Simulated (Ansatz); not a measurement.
Ansatz (an electronic-structure program) input (B3LYP/6-31G*):

Ansatz 0.2 input:
```yaml
crystal:
  periodic: [false, false, false]
  atoms:
    - {symbol: O, position_ang: [0.00719329, 0.00137628, 0.11952155]}
    - {symbol: H, position_ang: [-0.05054675, 0.75570817, -0.48554113]}
    - {symbol: H, position_ang: [-0.00699955, -0.76671844, -0.47063131]}
basis:
  gaussian:
    orbitals: 6-31G*
hamiltonian:
  xc: {name: B3LYP}
phonons: {temperatures: {t_min: 298.15, t_max: 298.15, t_step: 100}}
```

Output:

```
Functional definition: B3LYP
integrals: 0.00 GiB planned
200 factors; integrals over basis functions are off by at most 3.8e-4 eV
mean field: 0.05 GiB planned
mean field evaluation 1: about -2075.5309 eV, gradient 4.7e1 eV
mean field evaluation 2: about -2071.5977 eV, gradient 6.7e1 eV
mean field evaluation 4: about -2079.1939 eV, gradient 1.7e-1 eV
mean field evaluation 8: about -2079.1935 eV, gradient 5.7e-4 eV
mean field -2079.19351095 eV, -76.4089521993 hartree, gradient 5.8e-5 eV, S^2 0.000000; 0 other end points of the search recorded, 0 dependent functions left out
the calculation of the forces begins
reference -2079.19361448 eV, -76.4089560041 hartree; 5, 5 occupied and 14, 14 virtual orbitals, 200 factors
these checks for a lower state are left out or cut short: stability, starts, cluster_reference, orbital_swaps, neighbouring_geometries, increment
integrals: 0.00 GiB planned
200 factors; integrals over basis functions are off by at most 3.8e-4 eV
mean field: 0.05 GiB planned
mean field evaluation 16: about -2079.1934 eV, gradient 8.7e-7 eV
mean field -2079.19339987 eV, -76.4089481173 hartree, gradient 6.0e-7 eV, S^2 0.000000; 0 other end points of the search recorded, 0 dependent functions left out
the calculation of the forces begins
reference -2079.19350331 eV, -76.4089519187 hartree; 5, 5 occupied and 14, 14 virtual orbitals, 200 factors
these checks for a lower state are left out or cut short: stability, starts, cluster_reference, orbital_swaps, neighbouring_geometries, increment
integrals: 0.00 GiB planned
200 factors; integrals over basis functions are off by at most 3.8e-4 eV
mean field: 0.05 GiB planned
mean field -2079.19339919 eV, -76.4089480922 hartree, gradient 6.4e-7 eV, S^2 0.000000; 0 other end points of the search recorded, 0 dependent functions left out
the calculation of the forces begins
reference -2079.19350281 eV, -76.4089519003 hartree; 5, 5 occupied and 14, 14 virtual orbitals, 200 factors
these checks for a lower state are left out or cut short: stability, starts, cluster_reference, orbital_swaps, neighbouring_geometries, increment
integrals: 0.00 GiB planned
200 factors; integrals over basis functions are off by at most 3.8e-4 eV
mean field: 0.05 GiB planned
mean field evaluation 32: about -2079.1934 eV, gradient 8.8e-7 eV
mean field -2079.19344459 eV, -76.4089497607 hartree, gradient 8.8e-7 eV, S^2 0.000000; 0 other end points of the search recorded, 0 dependent functions left out
the calculation of the forces begins
reference -2079.19354820 eV, -76.4089535683 hartree; 5, 5 occupied and 14, 14 virtual orbitals, 200 factors
these checks for a lower state are left out or cut short: stability, starts, cluster_reference, orbital_swaps, neighbouring_geometries, increment
integrals: 0.00 GiB planned
200 factors; integrals over basis functions are off by at most 3.8e-4 eV
mean field: 0.05 GiB planned
mean field -2079.19344466 eV, -76.4089497632 hartree, gradient 3.0e-6 eV, S^2 0.000000; 0 other end points of the search recorded, 0 dependent functions left out
the calculation of the forces begins
reference -2079.19354811 eV, -76.4089535651 hartree; 5, 5 occupied and 14, 14 virtual orbitals, 200 factors
these checks for a lower state are left out or cut short: stability, starts, cluster_reference, orbital_swaps, neighbouring_geometries, increment
integrals: 0.00 GiB planned
200 factors; integrals over basis functions are off by at most 3.8e-4 eV
mean field: 0.05 GiB planned
mean field -2079.19345803 eV, -76.4089502546 hartree, gradient 5.9e-7 eV, S^2 0.000000; 0 other end points of the search recorded, 0 dependent functions left out
the calculation of the forces begins
reference -2079.19356158 eV, -76.4089540602 hartree; 5, 5 occupied and 14, 14 virtual orbitals, 200 factors
these checks for a lower state are left out or cut short: stability, starts, cluster_reference, orbital_swaps, neighbouring_geometries, increment
integrals: 0.00 GiB planned
200 factors; integrals over basis functions are off by at most 3.8e-4 eV
mean field: 0.05 GiB planned
mean field -2079.19345749 eV, -76.4089502347 hartree, gradient 3.9e-7 eV, S^2 0.000000; 0 other end points of the search recorded, 0 dependent functions left out
the calculation of the forces begins
reference -2079.19356100 eV, -76.4089540387 hartree; 5, 5 occupied and 14, 14 virtual orbitals, 200 factors
Total energy: -2079.19361448 eV, -76.4089560041 hartree
Atom 0 at     0.007193     0.001376     0.119522 Å, force    -0.000003    -0.000001    -0.000046 eV/Å
Atom 1 at    -0.050547     0.755708    -0.485541 Å, force     0.000006    -0.000162     0.000024 eV/Å
Atom 2 at    -0.007000    -0.766718    -0.470631 Å, force    -0.000003     0.000163     0.000021 eV/Å
Dipole moment:    -0.026205    -0.005014    -0.435419 e Å
Vibrations: 1712.84 3726.78 3848.74 cm⁻¹, zero-point energy 0.575805 eV
```

The blocks after the first are displaced geometries, from whose forces the wavenumbers follow.
